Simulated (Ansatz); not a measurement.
**[CH$_{3}$···H···CH$_{3}$], doublet along the distance C1-H5**

Starting geometry:

```xyz
9

C    -1.2109    0.0000    0.0000
H    -1.5741    1.0273    0.0000
H    -1.5741   -0.5137    0.8897
H    -1.5741   -0.5137   -0.8897
H    -0.1213    0.0000    0.0000
C     1.2921    0.0000    0.0000
H     1.2921   -1.0800    0.0000
H     1.2921    0.5400    0.9353
H     1.2921    0.5400   -0.9353
```

From there H5 is moved from one fragment to the other while all else, the fragments' distance too, stays fixed; atoms are numbered as listed. Energies are in eV, counted from the starting geometry at the same level.

Basis cc-pVDZ; Ansatz 0.2.0. Correlated methods freeze the noble-gas cores. R marks a restricted (for open shells ROHF) determinant, U an unrestricted one.

For open shells CISD is restricted-active-space CI with the open shells as a complete middle space.

Full CI isn't at hand for all of this; UCCSDT(Q) serves as the reference, and is uncertain by about the last step of the cluster series. The frozen core follows each run's orbitals, which can shift R against U totals by a few meV.

```csv
distance C1-H5 (Å),UCCSDT(Q),error RMP2,error CISD,error UCCSD,error RCCSD(T),error BCCD(T),error RCCSDT(Q)
1.090,0.000,0.000,0.000,0.000,0.000,0.000,0.000
1.136,0.039,-0.005,0.025,0.008,0.001,0.001,0.000
1.228,0.217,-0.039,0.070,0.022,0.002,0.002,0.000
1.321,0.442,-0.080,0.083,0.028,0.002,0.003,0.000
1.413,0.708,-0.032,0.065,0.022,0.002,0.002,0.000
```

Errors are those of relative energies. In total energy the starting point itself misses UCCSDT(Q) by: RMP2 1.437, CISD 1.148, UCCSD 0.250, RCCSD(T) 0.033, BCCD(T) 0.033, RCCSDT(Q) 0.001 eV.

Spread of the error over the points with a reference, to 1.413 Å (largest less smallest): RCCSDT(Q) 0.000, RCCSD(T) 0.002, BCCD(T) 0.003, UCCSD 0.028, RMP2 0.080, CISD 0.083 eV.
